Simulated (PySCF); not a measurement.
Compound: CH8Si2.
SMILES with atom numbers: `[SiH3:1][CH2:2][SiH3:3]` (hydrogens: H4, H5, H6 on Si1; H7, H8 on C2; H9, H10, H11 on Si3)

Method used: EOM-IP-CCSD/aug-cc-pVDZ in PySCF, restricted Hartree–Fock reference, frozen core, non-relativistic, gas phase, PBE0-D3(BJ)/def2-SVP geometry.

Hartree–Fock orbital energies give these Koopmans values (eV): HOMO 11.76, HOMO-1 12.30, HOMO-2 12.76, HOMO-3 12.82, HOMO-4 13.10, HOMO-5 14.12, HOMO-6 15.81, HOMO-7 18.81.

What vertical ionisation energies does EOM-IP-CCSD give?

```json
{"leading hole (HF orbital)": "HOMO", "Koopmans (eV)": "11.76", "EOM-IP-CCSD (eV)": "10.94", "change (eV)": "-0.82", "one-hole share": "0.95"}
{"leading hole (HF orbital)": "HOMO-1", "Koopmans (eV)": "12.30", "EOM-IP-CCSD (eV)": "11.51", "change (eV)": "-0.79", "one-hole share": "0.95"}
{"leading hole (HF orbital)": "HOMO-2", "Koopmans (eV)": "12.76", "EOM-IP-CCSD (eV)": "12.05", "change (eV)": "-0.71", "one-hole share": "0.95"}
{"leading hole (HF orbital)": "HOMO-3", "Koopmans (eV)": "12.82", "EOM-IP-CCSD (eV)": "12.16", "change (eV)": "-0.66", "one-hole share": "0.95"}
{"leading hole (HF orbital)": "HOMO-4", "Koopmans (eV)": "13.10", "EOM-IP-CCSD (eV)": "12.36", "change (eV)": "-0.74", "one-hole share": "0.94"}
{"leading hole (HF orbital)": "HOMO-5", "Koopmans (eV)": "14.12", "EOM-IP-CCSD (eV)": "13.21", "change (eV)": "-0.91", "one-hole share": "0.94"}
{"leading hole (HF orbital)": "HOMO-6", "Koopmans (eV)": "15.81", "EOM-IP-CCSD (eV)": "14.70", "change (eV)": "-1.11", "one-hole share": "0.94"}
{"leading hole (HF orbital)": "HOMO-7", "Koopmans (eV)": "18.81", "EOM-IP-CCSD (eV)": "17.26", "change (eV)": "-1.55", "one-hole share": "0.88"}
```

Does the order of the lines follow the orbital energies?

Yes, no two lines change places. The corrections run from -1.55 to -0.66 eV, with a mean of -0.91 eV over the 8 lines; no line lies above its Koopmans value. Koopmans values leave out both the relaxation of the orbitals and the change in correlation energy.

At what kinetic energies would He I light (21.22 eV) eject these electrons?

10.28 eV (HOMO), 9.71 eV (HOMO-1), 9.17 eV (HOMO-2), 9.06 eV (HOMO-3), 8.86 eV (HOMO-4), 8.01 eV (HOMO-5), 6.52 eV (HOMO-6), 3.96 eV (HOMO-7).

Lines less than 0.15 eV apart could change places at a higher level. One root was sought for each valence orbital with −ε under 21 eV, eight at most, so deeper holes and satellites are missing; no vibrational structure.

Hardware: Arm Neoverse N1, one thread, on a shared host. Cost: 3.3 min, 2.5 GiB resident at most.
